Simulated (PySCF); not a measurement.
PySCF job for hydroxide (HO), SMILES [OH-], charge -1, PBE/pcSseg-2. Coordinates come from a PBE0-D3(BJ)/def2-TZVPD optimisation.

```python
import numpy as np
from pyscf import gto, scf, dft
from pyscf.prop.nmr import rks as nmr

mol = gto.M(
    atom='''
    O     0.00000000    0.00000000   -0.10705054
    H     0.00000000    0.00000000    0.85640431
    ''',
    basis='pcSseg-2',
    charge=-1,
    spin=0,
    max_memory=1600,
    verbose=3,
)
mf = dft.RKS(mol, xc='pbe')
mf.grids.level = 3
mf.conv_tol = 1e-10
mf.max_cycle = 100
mf.kernel()
n = nmr.NMR(mf)
n.verbose = 2
n.max_cycle_cphf = 60
sigma = n.kernel()
print('atom   isotropic/ppm   span/ppm')
for i, s in enumerate(sigma):
    w = np.linalg.eigvalsh((s + s.T) / 2)
    print(f'{mol.atom_symbol(i):2s}{i + 1:3d} {w.mean():14.3f} {w[2] - w[0]:11.3f}')
```

Log of the run:

```
converged SCF energy = -75.738222122789
atom   isotropic/ppm   span/ppm
O   1        367.395      67.074
H   2         37.358      18.124
```

The calculation finished and met its thresholds.
